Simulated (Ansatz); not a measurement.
Two isomers of C2H4N2O: A = `OC1=NCN1`, B = `N=C=C(N)O`.

Gas-phase electronic energies from Ansatz, PBE0-D4/def2-TZVP geometries. CCSD(T)/CBS is the MP2 limit (def2-TZVPP, def2-QZVPP) plus CCSD(T) − MP2 in def2-TZVPP, frozen cores. DFT in def2-TZVPP. B3LYP here is the variant with VWN-RPA as its local correlation; programs differ in this. Each species was taken in one conformer, which may not be the lowest.

Task: Which isomer does CCSD(T)/CBS put lower? Give the gap. (An estimate is asked.)

Result: Ansatz gave: A, by 16.8 kcal/mol.

Task: Give E(B) − E(A) in kcal/mol with CCSD(T)/def2-SVP, MP2/def2-TZVPP, PBE0-D4, CCSD(T)/def2-TZVPP, B2PLYP, PBE-D4, B3LYP. (Best estimate.)

Result: Ansatz gave: CCSD(T)/def2-SVP 19.4, MP2/def2-TZVPP 19.7, PBE0-D4 18.3, CCSD(T)/def2-TZVPP 17.4, B2PLYP 14.6, PBE-D4 14.4, B3LYP 11.9. None reverses the order clearly.

Task: Does the order hold for the free energy at 298.15 K (harmonic terms from PBE0-D4)? (Estimate.)

Result: Ansatz gave: Yes: G(B) − G(A) = +14.1 kcal/mol, for one conformer each.

Largest T1 diagnostic: 0.014.

From r2SCAN to r2SCAN0 (25 % exact exchange), in def2-TZVPP and without D4, E(B) − E(A) moves by +3.1 kcal/mol. Leaving LDA and LC-ωPBE aside and taking each functional with its dispersion term where it has one, the values, not all of them listed here, spread over 12.6 kcal/mol, from BLYP-D4 to PBE-QIDH. LDA lies +3.8 kcal/mol from PBE without D4.
